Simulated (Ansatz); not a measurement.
**Si2H4S (SMILES [SiH2]1[SiH2]S1): one structure at several levels**

One table from this session's results is given with a row withheld; the runs are named, their logs left out.

Program: Ansatz 0.2.0, Gaussian basis. Level of theory: single points in def2-TZVPP. These are calculated values, not measurements.

Cores are frozen in the correlated methods.

## The starting structure

SMILES `[SiH2]1[SiH2]S1`, 7 atoms, charge 0, spin multiplicity 1.

Atoms are counted from 1 here; the program's logs count them from 0.

Bond lengths: Si1–Si2 2.283 Å, Si1–S3 2.190 Å, Si1–H4 1.457 Å, Si1–H5 1.454 Å, Si2–S3 2.183 Å, Si2–H6 1.463 Å, Si2–H7 1.453 Å. Angles: Si2–Si1–S3 58.4°, Si2–Si1–H4 122.5°, Si2–Si1–H5 122.3°, S3–Si1–H4 111.7°, S3–Si1–H5 112.9°, H4–Si1–H5 113.6°, Si1–Si2–S3 58.7°, Si1–Si2–H6 121.9°, Si1–Si2–H7 123.9°, S3–Si2–H6 111.5°, S3–Si2–H7 112.5°, H6–Si2–H7 112.8°, Si1–S3–Si2 62.9°.

Coordinates:

```mol
H4SSi2
  3D, bonds by distance, orders not assigned

  7  7  0  0  0  0  0  0  0  0999 V2000
   -0.9339   -0.1462   -0.6709 Si  0  0
    0.8217    0.4812    0.6463 Si  0  0
    0.5059   -1.6079    0.0960 S   0  0
   -2.2695   -0.3764   -0.1371 H   0  0
   -0.8997   -0.0250   -2.1199 H   0  0
    0.6718    0.6852    2.0875 H   0  0
    2.0741    1.0075    0.1310 H   0  0
  1  2  8  0
  1  3  8  0
  1  4  8  0
  1  5  8  0
  2  3  8  0
  2  6  8  0
  2  7  8  0
M  END
```

Set-up of the first run:

Contents of run/in.yaml:

```yaml
crystal:
  periodic: [false, false, false]
  atoms:
    - {symbol: Si, position_ang: [-0.933900, -0.146200, -0.670900]}
    - {symbol: Si, position_ang: [0.821700, 0.481200, 0.646300]}
    - {symbol: S, position_ang: [0.505900, -1.607900, 0.096000]}
    - {symbol: H, position_ang: [-2.269500, -0.376400, -0.137100]}
    - {symbol: H, position_ang: [-0.899700, -0.025000, -2.119900]}
    - {symbol: H, position_ang: [0.671800, 0.685200, 2.087500]}
    - {symbol: H, position_ang: [2.074100, 1.007500, 0.131000]}
basis:
  gaussian: {orbitals: def2-TZVPP}
correlation: {method: ccsd_t}
output: {forces: true}
```

No record of the launch command was kept for these runs.

Steps of the session up to this table: CCSD(T)/def2-TZVPP; PBE0-D4/def2-TZVPP; wB97M-V/def2-TZVPP; r2SCAN-D4/def2-TZVPP; PBE-D4/def2-TZVPP; CAM-B3LYP-D4/def2-TZVPP; SPW92/def2-TZVPP.

One table of the session follows, with a row left open; its other results are not shown here.

| method | RMS force component (eV/Å) | angle to CCSD(T) forces (°) | dipole (D) |
| --- | --- | --- | --- |
| CCSD(T) | 0.385 | reference | 1.86 |
| PBE0-D4 | ? | ? | ? |
| wB97M-V | 0.440 | 10.6 | 1.96 |
| r2SCAN-D4 | 0.467 | 5.3 | 1.79 |
| PBE-D4 | 0.469 | 14.3 | 1.67 |
| CAM-B3LYP-D4 | 0.461 | 10.0 | 2.03 |
| SPW92 | 0.580 | 10.2 | 1.71 |

Q: Estimate the row for PBE0-D4 from the others.

As computed: RMS force component (eV/Å): 0.496; angle to CCSD(T) forces (°): 6.2; dipole (D): 1.86. In the column «RMS force component (eV/Å)» it lies between PBE-D4 (0.469) and SPW92 (0.580).
